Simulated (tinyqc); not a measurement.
UKS/exchange-only LDA in the sto-6g basis, for LiH, spin multiplicity 3, step by step. One step of it, computed by the program tinyqc.

Question. Iteration 2: building the Kohn-Sham matrix. J_ij = sum D_kl (ij|kl) with D = D(alpha) + D(beta); F = H + J + V_xc; E = tr D H + tr D J / 2 + E_xc + E_nn.

D(alpha) after iteration 1:
```
            1Li 1s     1Li 2s   1Li 2px   1Li 2py    1Li 2pz      2H 1s
1Li 1s    1.054081  -0.234786  0.000000  0.000000   0.066644  -0.004280
1Li 2s   -0.234786   1.043021  0.000000  0.000000  -0.238330  -0.144246
1Li 2px   0.000000   0.000000  0.000000  0.000000   0.000000   0.000000
1Li 2py   0.000000   0.000000  0.000000  0.000000   0.000000   0.000000
1Li 2pz   0.066644  -0.238330  0.000000  0.000000   0.099088   0.220296
2H 1s    -0.004280  -0.144246  0.000000  0.000000   0.220296   0.814659
```

D(beta) after iteration 1:
```
            1Li 1s     1Li 2s   1Li 2px   1Li 2py    1Li 2pz      2H 1s
1Li 1s    0.973292   0.051996  0.000000  0.000000   0.002331  -0.006387
1Li 2s    0.051996   0.002778  0.000000  0.000000   0.000125  -0.000341
1Li 2px   0.000000   0.000000  0.000000  0.000000   0.000000   0.000000
1Li 2py   0.000000   0.000000  0.000000  0.000000   0.000000   0.000000
1Li 2pz   0.002331   0.000125  0.000000  0.000000   0.000006  -0.000015
2H 1s    -0.006387  -0.000341  0.000000  0.000000  -0.000015   0.000042
```

core Hamiltonian H = T + V (hartree):
```
            1Li 1s     1Li 2s    1Li 2px    1Li 2py    1Li 2pz      2H 1s
1Li 1s   -4.721358  -1.002958   0.000000   0.000000  -0.011422  -0.138255
1Li 2s   -1.002958  -1.347695   0.000000   0.000000  -0.101548  -0.498807
1Li 2px   0.000000   0.000000  -1.107762   0.000000   0.000000   0.000000
1Li 2py   0.000000   0.000000   0.000000  -1.107762   0.000000   0.000000
1Li 2pz  -0.011422  -0.101548   0.000000   0.000000  -1.186951  -0.654796
2H 1s    -0.138255  -0.498807   0.000000   0.000000  -0.654796  -1.283428
```

Two-electron integrals (ij|kl) in chemists' order, unique and non-zero (hartree):
```
(11|11) 1.681247   (21|11) 0.242603   (21|21) 0.044507   (22|11) 0.397190
(22|21) 0.090279   (22|22) 0.290625   (31|31) 0.009437   (32|31) 0.014261
(32|32) 0.064236   (33|11) 0.397190   (33|21) 0.090279   (33|22) 0.290625
(33|33) 0.313125   (41|41) 0.009437   (42|41) 0.014261   (42|42) 0.064236
(43|43) 0.016875   (44|11) 0.397190   (44|21) 0.090279   (44|22) 0.290625
(44|33) 0.279374   (44|44) 0.313125   (51|51) 0.009437   (52|51) 0.014261
(52|52) 0.064236   (53|53) 0.016875   (54|54) 0.016875   (55|11) 0.397190
(55|21) 0.090279   (55|22) 0.290625   (55|33) 0.279374   (55|44) 0.279374
(55|55) 0.313125   (61|11) 0.032275   (61|21) 0.005820   (61|22) 0.012013
(61|33) 0.011842   (61|44) 0.011842   (61|51) 0.000782   (61|52) 0.001617
(61|55) 0.012357   (61|61) 0.000844   (62|11) 0.102753   (62|21) 0.023802
(62|22) 0.084371   (62|33) 0.079717   (62|44) 0.079717   (62|51) 0.003977
(62|52) 0.025799   (62|55) 0.093679   (62|61) 0.003817   (62|62) 0.044516
(63|31) 0.001713   (63|32) 0.008523   (63|53) 0.003631   (63|63) 0.002666
(64|41) 0.001713   (64|42) 0.008523   (64|54) 0.003631   (64|64) 0.002666
(65|11) 0.133808   (65|21) 0.031249   (65|22) 0.114085   (65|33) 0.106259
(65|44) 0.106259   (65|51) 0.006187   (65|52) 0.039940   (65|55) 0.129737
(65|61) 0.005193   (65|62) 0.065491   (65|65) 0.097270   (66|11) 0.270723
(66|21) 0.063712   (66|22) 0.248589   (66|33) 0.227097   (66|44) 0.227097
(66|51) 0.011200   (66|52) 0.092313   (66|55) 0.291574   (66|61) 0.010639
(66|62) 0.169602   (66|65) 0.257552   (66|66) 0.774999
```

nuclear repulsion = 0.81286822 hartree

V_xc(alpha) (hartree):
```
            1Li 1s     1Li 2s    1Li 2px    1Li 2py    1Li 2pz      2H 1s
1Li 1s   -0.975752  -0.114785   0.000000   0.000000   0.001765  -0.015914
1Li 2s   -0.114785  -0.194785   0.000000   0.000000  -0.000264  -0.089878
1Li 2px   0.000000   0.000000  -0.183705   0.000000   0.000000   0.000000
1Li 2py   0.000000   0.000000   0.000000  -0.183705   0.000000   0.000000
1Li 2pz   0.001765  -0.000264   0.000000   0.000000  -0.216947  -0.133051
2H 1s    -0.015914  -0.089878   0.000000   0.000000  -0.133051  -0.431532
```

V_xc(beta) (hartree):
```
            1Li 1s     1Li 2s    1Li 2px    1Li 2py    1Li 2pz      2H 1s
1Li 1s   -0.956265  -0.103342   0.000000   0.000000  -0.000050  -0.013922
1Li 2s   -0.103342  -0.066198   0.000000   0.000000   0.000112  -0.011408
1Li 2px   0.000000   0.000000  -0.066462   0.000000   0.000000   0.000000
1Li 2py   0.000000   0.000000   0.000000  -0.066462   0.000000   0.000000
1Li 2pz  -0.000050   0.000112   0.000000   0.000000  -0.065672  -0.012155
2H 1s    -0.013922  -0.011408   0.000000   0.000000  -0.012155  -0.013855
```

E_xc = sum of w rho eps_xc = -1.89337524 hartree

Give: Coulomb J; F(alpha); F(beta); total energy of this density.

Answer.

Coulomb J (hartree):
```
         1Li 1s  1Li 2s  1Li 2px  1Li 2py  1Li 2pz   2H 1s
1Li 1s   4.0237  0.6376   0.0000   0.0000   0.0052  0.0863
1Li 2s   0.6376  1.3331   0.0000   0.0000   0.0567  0.4395
1Li 2px  0.0000  0.0000   1.3124   0.0000   0.0000  0.0000
1Li 2py  0.0000  0.0000   0.0000   1.3124   0.0000  0.0000
1Li 2pz  0.0052  0.0567   0.0000   0.0000   1.3746  0.6075
2H 1s    0.0863  0.4395   0.0000   0.0000   0.6075  1.4676
```

F(alpha) (hartree):
```
          1Li 1s   1Li 2s  1Li 2px  1Li 2py  1Li 2pz    2H 1s
1Li 1s   -1.6734  -0.4801   0.0000   0.0000  -0.0045  -0.0679
1Li 2s   -0.4801  -0.2094   0.0000   0.0000  -0.0451  -0.1492
1Li 2px   0.0000   0.0000   0.0209   0.0000   0.0000   0.0000
1Li 2py   0.0000   0.0000   0.0000   0.0209   0.0000   0.0000
1Li 2pz  -0.0045  -0.0451   0.0000   0.0000  -0.0293  -0.1804
2H 1s    -0.0679  -0.1492   0.0000   0.0000  -0.1804  -0.2474
```

F(beta) (hartree):
```
          1Li 1s   1Li 2s  1Li 2px  1Li 2py  1Li 2pz    2H 1s
1Li 1s   -1.6540  -0.4687   0.0000   0.0000  -0.0063  -0.0659
1Li 2s   -0.4687  -0.0808   0.0000   0.0000  -0.0448  -0.0707
1Li 2px   0.0000   0.0000   0.1382   0.0000   0.0000   0.0000
1Li 2py   0.0000   0.0000   0.0000   0.1382   0.0000   0.0000
1Li 2pz  -0.0063  -0.0448   0.0000   0.0000   0.1219  -0.0595
2H 1s    -0.0659  -0.0707   0.0000   0.0000  -0.0595   0.1703
```

total energy of this density = -7.571511 hartree
